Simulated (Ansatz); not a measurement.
# BNH3 (SMILES B[NH]): levels of theory compared

Wanted: a comparison of 6 runs (UBHLYP/STO-3G, UCAM-B3LYP/STO-3G, UHSE06/STO-3G, USVWN5/STO-3G, RPA@PBE/STO-3G, UMP2/STO-3G) of BNH3. 

The calculation is run with Ansatz 0.2.0.

53 further runs of the same task are left out: 53 set aside as unsound or not needed.

## (1) The structure to begin with

The species is BNH3 (5 atoms), meant as a doublet with charge 0. SMILES: `B[NH]`. The H4–B1 distance was set to 3.009 Å, away from the relaxed value. At this shape a bond of the SMILES string is far longer than usual.

Bond lengths: B1–N2 1.329 Å, B1–H3 1.210 Å, N2–H5 0.999 Å. Angles: B1–N2–H5 163.9°, N2–B1–H3 118.8°.

## (2) A single-point energy at UBHLYP/STO-3G (run 1)

Contents of molecule.yaml:

```yaml
crystal:
  periodic: [false, false, false]
  atoms:
    - {symbol: B, position_ang: [0.669176, -0.065592, 1.393889]}
    - {symbol: N, position_ang: [1.511176, 0.959708, 1.465689]}
    - {symbol: H, position_ang: [0.565176, -0.802892, 2.347989]}
    - {symbol: H, position_ang: [-0.964100, -0.573100, -1.081900]}
    - {symbol: H, position_ang: [2.188376, 1.626208, 1.774789]}
basis:
  gaussian:
    orbitals: STO-3G
magnetization:
  spin_polarized: true
  initial_magnetization: 1
hamiltonian:
  xc: {name: BHLYP}
accuracy: high
```

Launch:

```console
$ ansatz run molecule.yaml --threads 1 --pin off --max-ram 2610MiB --events-out events.jsonl --progress --plain --runs-dir runs
```

Output:

```text
Warning: RAYON_NUM_THREADS=1 ignored (pool sized by the plan → 1); use --threads N
Functional definition: BHLYP
  name "BHLYP"
  parameter a = 0.5
  exchange = (1 - a)*b88_x + a*exact_x
  correlation = lyp_c
207 factors; integrals over basis functions are off by at most 8.0e-9 eV
mean field evaluation 1: about -2177.0815 eV, gradient 1.8e1 eV
mean field evaluation 2: about -2169.2961 eV, gradient 4.5e1 eV
mean field evaluation 4: about -2179.3762 eV, gradient 3.3e-1 eV
mean field evaluation 8: about -2179.3458 eV, gradient 2.2e-1 eV
mean field evaluation 16: about -2179.3980 eV, gradient 4.1e-3 eV
mean field evaluation 32: about -2179.3405 eV, gradient 6.0e-5 eV
mean field -2179.39800430 eV, -80.0913994092 hartree, gradient 1.2e-8 eV, S^2 0.988303; 2 other end points of the search recorded, 0 dependent functions left out
reference -2179.39802396 eV, -80.0914001313 hartree; 8, 7 occupied and 5, 6 virtual orbitals, 207 factors
Total energy: -2179.39802396 eV, -80.0914001313 hartree
```

It took 2.5 s on 1 thread of Arm Neoverse V1, shared host; peak memory 0.11 GiB.

## (3) A single-point energy at UCAM-B3LYP/STO-3G (run 2)

Contents of run.yaml:

```yaml
crystal:
  periodic: [false, false, false]
  atoms:
    - {symbol: B, position_ang: [0.669176, -0.065592, 1.393889]}
    - {symbol: N, position_ang: [1.511176, 0.959708, 1.465689]}
    - {symbol: H, position_ang: [0.565176, -0.802892, 2.347989]}
    - {symbol: H, position_ang: [-0.964100, -0.573100, -1.081900]}
    - {symbol: H, position_ang: [2.188376, 1.626208, 1.774789]}
basis:
  gaussian: {orbitals: STO-3G}
magnetization: {spin_polarized: true, initial_magnetization: 1}
hamiltonian: {xc: {name: CAM-B3LYP}}
accuracy: high
```

Launch:

```console
$ ansatz run run.yaml --threads 1 --pin off --max-ram 2610MiB --events-out events.jsonl --progress --plain --runs-dir runs
```

Output:

```text
Warning: RAYON_NUM_THREADS=1 ignored (pool sized by the plan → 1); use --threads N
Functional definition: CAM-B3LYP
  name "CAM-B3LYP"
  parameter alpha = 0.19
  parameter beta = 0.46
  parameter omega = 0.33/bohr
  parameter ac = 0.81
  exchange = (1 - alpha - beta)*b88_x + beta*b88_x_sr(omega) + alpha*exact_x + beta*exact_x_lr(omega)
  correlation = (1 - ac)*vwn5_c + ac*lyp_c
207 factors; integrals over basis functions are off by at most 8.0e-9 eV
135 factors; integrals over basis functions are off by at most 8.6e-10 eV
mean field evaluation 1: about -2176.8783 eV, gradient 1.9e1 eV
mean field evaluation 2: about -2167.5964 eV, gradient 4.9e1 eV
mean field evaluation 4: about -2179.3544 eV, gradient 3.8e-1 eV
mean field evaluation 8: about -2179.2970 eV, gradient 5.9e-2 eV
mean field evaluation 16: about -2179.2992 eV, gradient 2.5e-3 eV
mean field -2179.29916158 eV, -80.0877670059 hartree, gradient 5.8e-8 eV, S^2 0.782040; 2 other end points of the search recorded, 0 dependent functions left out
reference -2179.29917551 eV, -80.0877675179 hartree; 8, 7 occupied and 5, 6 virtual orbitals, 207 factors
Total energy: -2179.29917551 eV, -80.0877675179 hartree
```

Wall time 1.7 s (1 thread of Arm Neoverse V1, shared host); peak memory 0.11 GiB.

Run 3 isn't shown in full; the table further down has it.

## (4) A single-point energy at USVWN5/STO-3G (run 4)

run.yaml: that of step 3 with these lines changed.

```diff
@@ -9,5 +9,9 @@
 basis:
-  gaussian: {orbitals: STO-3G}
-magnetization: {spin_polarized: true, initial_magnetization: 1}
-hamiltonian: {xc: {name: CAM-B3LYP}}
+  gaussian:
+    orbitals: STO-3G
+magnetization:
+  spin_polarized: true
+  initial_magnetization: 1
+hamiltonian:
+  xc: {name: SVWN5}
 accuracy: high
```

Launch:

```console
$ ansatz run run.yaml --threads 1 --pin off --max-ram 2610MiB --events-out events.jsonl --progress --plain --runs-dir runs
```

Output:

```text
Warning: RAYON_NUM_THREADS=1 ignored (pool sized by the plan → 1); use --threads N
Functional definition: SVWN5
  name "SVWN5"
  exchange = slater_x
  correlation = vwn5_c
207 factors; integrals over basis functions are off by at most 8.0e-9 eV
mean field evaluation 1: about -2158.3328 eV, gradient 1.7e1 eV
mean field evaluation 2: about -2126.7195 eV, gradient 7.3e1 eV
mean field evaluation 4: about -2159.9799 eV, gradient 4.4e-1 eV
mean field evaluation 8: about -2159.9067 eV, gradient 4.5e-3 eV
mean field evaluation 16: about -2159.9067 eV, gradient 8.4e-7 eV
mean field -2159.90672073 eV, -79.3751079496 hartree, gradient 7.1e-8 eV, S^2 0.750777; 0 other end points of the search recorded, 0 dependent functions left out
reference -2159.90672267 eV, -79.3751080206 hartree; 8, 7 occupied and 5, 6 virtual orbitals, 207 factors
Total energy: -2159.90672267 eV, -79.3751080206 hartree
```

Run time: 0.66 s. Hardware: 1 thread of Arm Neoverse V1, shared host; peak memory 0.095 GiB.

Run 5 isn't shown in full; the table further down has it.

## (5) A single-point energy at UMP2/STO-3G (run 6)

Contents of in.yaml:

```yaml
basis:
  gaussian:
    orbitals: STO-3G
crystal:
  periodic: [false, false, false]
  atoms:
    - symbol: B
      position_ang: [0.669176, -0.065592, 1.393889]
    - symbol: N
      position_ang: [1.511176, 0.959708, 1.465689]
    - symbol: H
      position_ang: [0.565176, -0.802892, 2.347989]
    - symbol: H
      position_ang: [-0.964100, -0.573100, -1.081900]
    - symbol: H
      position_ang: [2.188376, 1.626208, 1.774789]
magnetization:
  spin_polarized: true
  initial_magnetization: 1
correlation:
  method: mp2
  frozen_orbitals: {B: 1, H: 0, "N": 1}
accuracy: high
```

Launch:

```console
$ ansatz run in.yaml --threads 1 --pin off --max-ram 2610MiB --events-out events.jsonl --progress --plain --runs-dir runs
```

Output, shortened:

```text
Warning: RAYON_NUM_THREADS=1 ignored (pool sized by the plan → 1); use --threads N
Functional definition: HF
  name "HF"
[...]
207 factors; integrals over basis functions are off by at most 8.0e-9 eV
[...]
mean field -2167.49220175 eV, -79.6538692355 hartree, gradient 1.8e-8 eV, S^2 1.488402; 6 other end points of the search recorded, 0 dependent functions left out
2 core orbitals not correlated: weight in the atoms' cores, before any rotation towards them, 1.000 or more for the frozen orbitals, at most 0.000 for the correlated occupied ones
reference -2167.49220175 eV, -79.6538692355 hartree; 6, 5 occupied and 5, 6 virtual orbitals, 207 factors
second order -2.18434758 eV of doubles, -0.00000000 eV of singles
Total energy: -2169.67654934 eV, -79.7341425286 hartree
```

It took 0.14 s on 1 thread of Arm Neoverse V1, shared host.

## (6) Overview of the runs

| run | level | frozen core orbitals | energy (Eh) | ⟨S²⟩ | wall time |
| --- | --- | --- | --- | --- | --- |
| 1 | UBHLYP/STO-3G | – | -80.091400 | 0.988 | 2.5 s |
| 2 | UCAM-B3LYP/STO-3G | – | -80.087768 | 0.782 | 1.7 s |
| 3 | UHSE06/STO-3G | – | -80.044808 | 0.771 | 1.9 s |
| 4 | USVWN5/STO-3G | – | -79.375108 | 0.751 | 0.66 s |
| 5 | RPA@PBE/STO-3G | 2 | -79.856078 | 0.751 | 1.7 s |
| 6 | UMP2/STO-3G | 2 | -79.734143 | 1.488 | 0.14 s |

## (7) Outcome

```
                                          quantity         value
                               run 6: total energy  -79.73414 Eh
run 6: correlation energy (2 core orbitals frozen)     -80.3 mEh
          run 6: ⟨S²⟩ of the reference determinant         1.488
```

In words: Totals of different functionals can't be ranked against each other. In runs 1, 2, 3, 4, 5, 6 the basis is minimal, so the values are rough. Spin contamination of the reference: run 6 ⟨S²⟩ = 1.49, run 1 ⟨S²⟩ = 0.99. Where it is this large, the reference is a mixture of spin states, and values that rest on it are in doubt. All runs together took 8.6 s, the longest 2.5 s.
